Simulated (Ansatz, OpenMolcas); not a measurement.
Heat of formation of CO (carbon monoxide) from total energies

CO has 2 atoms, charge 0, and is taken as a singlet. As SMILES, `[C-]#[O+]`. The coordinates come from a PBE0-D4/def2-TZVP relaxation.

```xyz
2

C     0.4799   -0.1551    0.2472
O    -0.4799    0.1551   -0.2472
```

Total energies at M06-2X/aug-cc-pVTZ (OpenMolcas 26.06); the atoms run unrestricted:

```
species    state  energy (Eh)
     CO  singlet  -113.320241
      C  triplet   -37.842843
      O  triplet   -75.065942
```

Harmonic wavenumbers at PBE0-D4/def2-TZVP, in cm⁻¹: 2240.

Measured heats of formation of the gaseous atoms at 298.15 K, in kJ/mol: C 716.9, O 249.2. Spin-orbit lowering of the atoms at 298 K (mean of the ground term's levels less their thermal mean, from spectra), in kJ/mol: C 0.02, O 0.40. Take 1 Eh = 2625.50 kJ/mol, 1 cm⁻¹ = 0.0119627 kJ/mol, RT = 2.479 kJ/mol.

Q: What heat of formation follows?

A: 
1. Electronic atomisation energy: (-37.842843) + (-75.065942) − (-113.320241) = 0.411456 Eh = 1080.3 kJ/mol.
2. Zero-point energy: half the sum of the wavenumbers, 1120 cm⁻¹ = 13.4 kJ/mol.
3. Thermal vibrational enthalpy, Σ hcν̃/(exp(hcν̃/kT) − 1): 0.0 kJ/mol. Translation, rotation and pV of a linear molecule: 3.5 RT = 8.7 kJ/mol.
4. The 2 free atoms carry 5/2 RT each: 12.4 kJ/mol.
5. Spin-orbit coupling lowers the free atoms by 0.02 + 0.40 = 0.4 kJ/mol.
6. Atomisation enthalpy at 298 K: 1080.3 − 0.4 − 13.4 − 0.0 − 8.7 + 12.4 = 1070.2 kJ/mol.
7. Sum of the atoms' heats of formation: 966.1 kJ/mol. Heat of formation: 966.1 − 1070.2 = -104.1 kJ/mol.

The tabulated value is -110.5 kJ/mol (Active Thermochemical Tables), so this level is off by +6.4 kJ/mol, or 0.6 % of the atomisation enthalpy. Anharmonicity and any spin-orbit splitting of the molecule are left out.
